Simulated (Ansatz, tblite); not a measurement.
# The cluster Al2Sb+: charged states by level of theory

What does adding an electron cost or gain for the cluster Al2Sb+? Each charged state is run at several levels.

Program: Ansatz 0.2.0, Gaussian basis. Level of theory: as each input shows. These are calculated values, not measurements.

Levels to be run: charge 0 doublet, at the geometry of the singlet (PBE0-D4/def2-TZVP, PBE-D4/def2-TZVP, r2SCAN-D4/def2-TZVP); the starting singlet's energies come from earlier runs.

### 1 The relaxed structure

The singlet was relaxed beforehand with r2SCAN-D4/def2-TZVP. At that level it is the lowest of the isomers that a small search found.

3 atoms, charge 1, spin multiplicity 1.

Atoms are counted from 1 here; the program's logs count them from 0.

Bond lengths: Al1–Al2 2.429 Å, Al1–Sb3 2.605 Å, Al2–Sb3 2.605 Å. Angles: Al2–Al1–Sb3 62.2°, Al1–Al2–Sb3 62.2°, Al1–Sb3–Al2 55.6°.

Sb takes a core potential in the def2 sets. No spin-orbit coupling is included. The ion is computed in the gas phase, without counter-ions or solvent.

### 2 Charge 0 doublet at the fixed geometry, PBE0-D4/def2-TZVP

Contents of in.yaml:

```yaml
crystal:
  periodic: [false, false, false]
  atoms:
    - {symbol: Al, position_ang: [-0.207312, -0.710830, 1.231873]}
    - {symbol: Al, position_ang: [1.201599, 0.786150, -0.062645]}
    - {symbol: Sb, position_ang: [-0.994277, -0.075320, -1.169228]}
basis:
  gaussian: {orbitals: def2-TZVP}
magnetization: {spin_polarized: true, initial_magnetization: 1}
hamiltonian: {xc: pbe0, dispersion: d4}
output: {orbitals: {seedname: orbitals}}
```

The run is started by

```
> ansatz run in.yaml --threads 2 --pin off --events-out ev --progress --plain --max-ram 4352MiB
```

What it wrote:

```text
Functional definition: PBE0
  name "PBE0"
  cite "Adamo & Barone, J. Chem. Phys. 110, 6158 (1999) doi:10.1063/1.478522"
  cite "Perdew, Burke & Ernzerhof, Phys. Rev. Lett. 77, 3865 (1996) doi:10.1103/PhysRevLett.77.3865"
  parent pbe
  parameter a = 0.25
  parameter kappa = 0.804
  parameter beta = 0.06672455060314922
  exchange = (1 - a)*pbe_x(kappa = kappa, mu = beta*pi^2/3) + a*exact_x
  correlation = pbe_c(beta = beta)
999 factors; their error is unknown
mean field evaluation 1: about -19723.1258 eV, gradient 1.4e1 eV
mean field evaluation 2: about -19719.3865 eV, gradient 2.4e1 eV
mean field evaluation 4: about -19724.9010 eV, gradient 1.8e0 eV
mean field evaluation 8: about -19724.9386 eV, gradient 1.5e-1 eV
mean field evaluation 16: about -19725.1436 eV, gradient 4.8e-3 eV
mean field evaluation 32: about -19725.0079 eV, gradient 9.9e-1 eV
mean field -19725.14360299 eV, -724.8856572274 hartree, gradient 4.2e-5 eV, S^2 0.867631; 6 other end points of the search recorded, 0 dependent functions left out
reference -19725.14362522 eV, -724.8856580443 hartree; 25, 24 occupied and 99, 100 virtual orbitals, 999 factors
Total energy: -19725.25561677 eV, -724.8897736579 hartree
```

Run time: 6.5 s. Hardware: 2 threads of Arm Neoverse V2, shared host.

HOMO -5.58 eV, LUMO -3.27 eV (over both spins); ⟨S²⟩ 0.868 (pure: 0.75).

### 3 Charge 0 doublet at the fixed geometry, PBE-D4/def2-TZVP

start.molden holds the orbitals of an earlier run on this state, given as this run's starting guess.

Changes to in.yaml since step 2:

```diff
@@ -7,5 +7,6 @@
 basis:
-  gaussian: {orbitals: def2-TZVP}
+  gaussian: {orbitals: def2-TZVP, initial_orbitals: start.molden}
 magnetization: {spin_polarized: true, initial_magnetization: 1}
-hamiltonian: {xc: pbe0, dispersion: d4}
+hamiltonian: {xc: pbe, dispersion: d4}
+scf: {omitted_lower_state_checks: [starts]}
 output: {orbitals: {seedname: orbitals}}
```

Launched as before.

What it wrote:

```text
Functional definition: PBE
  name "PBE"
  cite "Perdew, Burke & Ernzerhof, Phys. Rev. Lett. 77, 3865 (1996) doi:10.1103/PhysRevLett.77.3865"
  parent pbe
  parameter kappa = 0.804
  parameter beta = 0.06672455060314922
  exchange = pbe_x(kappa = kappa, mu = beta*pi^2/3)
  correlation = pbe_c(beta = beta)
these checks for a lower state are left out or cut short: starts
901 factors; their error is unknown
mean field evaluation 1: about -19723.8107 eV, gradient 6.6e0 eV
mean field evaluation 2: about -19723.8859 eV, gradient 1.4e-1 eV
mean field evaluation 4: about -19723.8781 eV, gradient 1.6e-2 eV
mean field evaluation 8: about -19723.8781 eV, gradient 1.2e-5 eV
mean field -19723.87813043 eV, -724.8391519683 hartree, gradient 1.2e-5 eV, S^2 0.798070; 0 other end points of the search recorded, 0 dependent functions left out
reference -19723.87815990 eV, -724.8391530515 hartree; 25, 24 occupied and 99, 100 virtual orbitals, 901 factors
Total energy: -19724.01056636 eV, -724.8440188993 hartree
Checks for a lower state left out: starts
```

Run time: 2.7 s. Hardware: 2 threads of Arm Neoverse V2, shared host.

HOMO -4.72 eV, LUMO -3.95 eV (over both spins); ⟨S²⟩ 0.798 (pure: 0.75).

### 4 Charge 0 doublet at the fixed geometry, r2SCAN-D4/def2-TZVP

Changes to in.yaml since step 3:

```diff
@@ -9,3 +9,3 @@
 magnetization: {spin_polarized: true, initial_magnetization: 1}
-hamiltonian: {xc: pbe, dispersion: d4}
+hamiltonian: {xc: r2scan, dispersion: d4}
 scf: {omitted_lower_state_checks: [starts]}
```

Launched as before.

What it wrote:

```text
Functional definition: r2SCAN
  name "r2SCAN"
  cite "Furness, Kaplan, Ning, Perdew & Sun, J. Phys. Chem. Lett. 11, 8208 (2020) doi:10.1021/acs.jpclett.0c02405"
  cite "Furness, Kaplan, Ning, Perdew & Sun, J. Phys. Chem. Lett. 11, 9248 (2020) doi:10.1021/acs.jpclett.0c03077"
  parent r2scan
  parameter k0 = 0.174
  parameter k1 = 0.065
  parameter a1 = 4.9479
  exchange = r2scan_x(k0 = k0, k1 = k1, a1 = a1)
  correlation = r2scan_c
these checks for a lower state are left out or cut short: starts
901 factors; their error is unknown
mean field evaluation 1: about -19732.1517 eV, gradient 4.4e0 eV
mean field evaluation 2: about -19732.1947 eV, gradient 1.0e-1 eV
mean field evaluation 4: about -19732.1870 eV, gradient 2.2e-2 eV
mean field evaluation 8: about -19732.1870 eV, gradient 2.0e-5 eV
mean field -19732.18696770 eV, -725.1444961062 hartree, gradient 2.0e-5 eV, S^2 0.973691; 0 other end points of the search recorded, 0 dependent functions left out
reference -19732.18698262 eV, -725.1444966546 hartree; 25, 24 occupied and 99, 100 virtual orbitals, 901 factors
Total energy: -19732.20897125 eV, -725.1453047218 hartree
Checks for a lower state left out: starts
```

Run time: 8 s. Hardware: 2 threads of Arm Neoverse V2, shared host.

Report: HOMO -5.04 eV, LUMO -3.82 eV (over both spins); ⟨S²⟩ 0.974 (pure: 0.75). Doubts: spin contamination.

### 5 Vertical electron affinity

Starting state less charged state (positive: the electron is bound), singlet to doublet; the starting state's energies are those of its earlier runs.

```
              level  vertical electron affinity (eV)   time
   PBE-D4/def2-TZVP                            +7.15    4 s
r2SCAN-D4/def2-TZVP                            +7.35   11 s
  PBE0-D4/def2-TZVP                            +7.28  8.8 s
```

Times add the two runs; a level without a time comes out of a correlated run.

Beside −ε(LUMO) of the starting state:

```
              level  −ε(LUMO) (eV)  by difference (eV)  mismatch (eV)
   PBE-D4/def2-TZVP           9.57                7.15          +2.41
r2SCAN-D4/def2-TZVP           9.55                7.35          +2.20
  PBE0-D4/def2-TZVP           8.94                7.28          +1.66
```

### 6 Outcome

```
                                            quantity                                 value
vertical electron affinity, functionals in def2-TZVP  7.15 (PBE-D4) to 7.35 eV (r2SCAN-D4)
```

In words: The vertical electron affinity spans 7.15 to 7.35 eV over the functionals. −ε(LUMO) misses the level's own difference by +1.66 eV at best (PBE0-D4) and +2.41 eV at worst (PBE-D4).
